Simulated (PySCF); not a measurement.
This PySCF input asks for the NMR shieldings of `InChI=1S/H3O4P/c1-5(2,3)4/h(H3,1,2,3,4)`; the geometry comes from GFN2-xTB.

```python
import basis_set_exchange as bse
import numpy as np
from pyscf import gto, dft
from pyscf.prop import nmr

atoms = """
O     0.588595   -0.224592    1.621823
P     0.009024   -0.105934    0.290964
O    -0.541548    1.349156   -0.088589
O     1.036008   -0.431537   -0.901097
O    -1.231517   -1.029255   -0.025024
H    -0.161588    1.993579    0.504365
H     1.875176   -0.682864   -0.521588
H    -1.565094   -0.859142   -0.905418
"""
names = dict.fromkeys(["O", "P", "H"], "pcSseg-1")
basis = {el: gto.basis.parse(bse.get_basis(n, elements=[el], fmt="nwchem")) for el, n in names.items()}
mol = gto.M(atom=atoms, basis=basis, charge=0, verbose=0)
mf = dft.RKS(mol, xc="PBE0")
mf.grids.level = 2
mf.grids.alignment = dft.numint.BLKSIZE   # the property module wants whole blocks of grid points
mf.conv_tol = 1e-9
mf.kernel()

calc = nmr.RKS(mf)   # GIAO
C = mf.mo_coeff
Co = C[:, mf.mo_occ > 0]
resp = mf.gen_response(singlet=True, hermi=2)
def vind(x):   # induced exchange potential for any number of trial vectors
    d = np.einsum("pi,xij,qj->xpq", C, 2 * x.reshape(-1, C.shape[1], Co.shape[1]), Co, optimize=True)
    return np.einsum("xpq,pi,qj->xij", resp(d - d.transpose(0, 2, 1)), C, Co, optimize=True).ravel()
mo1, _ = nmr.rhf.solve_mo1(calc, with_cphf=vind)
sigma = calc.kernel(mo1)
for i, s in enumerate(sigma):   # ppm
    print("%2d %-2s %9.2f" % (i, mol.atom_pure_symbol(i), np.trace(s) / 3))
```

Problem. What are the results?

Solution. 
```
 0 O     194.38
 1 P     318.38
 2 O     227.11
 3 O     224.36
 4 O     237.99
 5 H      28.52
 6 H      28.43
 7 H      28.59
```

These numbers come from an equivalent density-fitted implementation of the same equations, which agrees with the script to about 0.01 ppm for H and up to a few tenths of a ppm for heavy atoms, so last digits may differ.

Size and cost of the density-fitted run: 107 basis functions, 11 s wall time on 1 thread of an x86-64 server CPU, shared host.
